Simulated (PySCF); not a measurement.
silicon monoxide (OSi), SMILES O=[Si] (connectivity only; charge and spin as stated), neutral, multiplicity 1.

Geometry: B3LYP-D3(BJ)/def2-TZVPD.

Vertical ionisation energy (IE) and electron affinity (EA) in eV. Rows of orbital energies are one-electron estimates. Where ΔSCF, EOM or ADC give a negative EA the extra electron is unbound and the value depends on the basis.

| level | IE | EA |
|---|---|---|
| −ε(HOMO), −ε(LUMO), PBE/def2-TZVPD (PySCF) | ? | ? |
| −ε(HOMO), −ε(LUMO), CAM-B3LYP/def2-TZVPD (PySCF) | 10.24 | 0.98 |
| EOM-CCSD/aug-cc-pVDZ (PySCF) | 11.40 | -0.18 |

**Question.** Some entries are withheld; supply them. (Estimate from the structure and the level; the computed values follow.)

**Answer.** 
- −ε(HOMO), −ε(LUMO), PBE/def2-TZVPD (PySCF), IE: 7.47
- −ε(HOMO), −ε(LUMO), PBE/def2-TZVPD (PySCF), EA: 2.87
